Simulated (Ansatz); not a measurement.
Reaction (atomization): `ClC1=CCOC1` → 4 C• + Cl• + 5 H• + O•

Program: Ansatz. Geometries: PBE0-D4/def2-TZVP. ΔE: electronic, gas phase. CCSD(T)/CBS adds triple-zeta CCSD(T) − MP2 to the extrapolated MP2 energy (def2 sets, frozen cores). This one scheme is used for every species, atoms too. Functionals use def2-TZVPP. B3LYP here is the variant with VWN-RPA as its local correlation; programs differ in this. No spin–orbit coupling; open shells (•) take unrestricted orbitals. Spin–orbit coupling would lower the free atoms: a little for C, Cl, O.

(1) What is ΔE at CCSD(T)/CBS? (Best estimate.)

(2) What do these levels give: r2SCAN-D4, B3LYP-D4, ωB97X-V, B2PLYP, PBE0, HF/def2-TZVPP, SCS-MP2/def2-TZVPP, CCSD/def2-TZVPP, CCSD(T)/def2-TZVPP, HF/def2-QZVPP, SCS-MP2/def2-QZVPP, HF/CBS(def2)? (Estimate.)

Largest T1 diagnostic among the species: 0.011.

Answers

(1) The calculation gave: +47.45 eV.

(2) Computed: r2SCAN-D4 47.82, B3LYP-D4 47.41, ωB97X-V 47.65, B2PLYP 46.99, PBE0 47.99, HF/def2-TZVPP 33.90, SCS-MP2/def2-TZVPP 46.88, CCSD/def2-TZVPP 45.31, CCSD(T)/def2-TZVPP 46.22, HF/def2-QZVPP 33.95, SCS-MP2/def2-QZVPP 47.68, HF/CBS(def2) 33.96 eV.

The D4 term adds +0.42 eV with B3LYP and +0.22 eV with PBE0; it sums over pairs of atoms, weighted by their polarisabilities, and B3LYP, whose exchange is more repulsive, gets the larger term. In def2-TZVPP, CCSD(T) changes the Hartree–Fock value by +12.31 eV (the triples alone add +0.91 eV) and MP2 by +13.62 eV; breaking electron pairs costs correlation energy, which Hartree–Fock lacks.

For atomizations the MP2-based limit and the directly extrapolated one differ by several kJ/mol either way, and by 10 to 25 for some Ge, Se and Sn compounds, so smaller differences from it don't rank the levels.
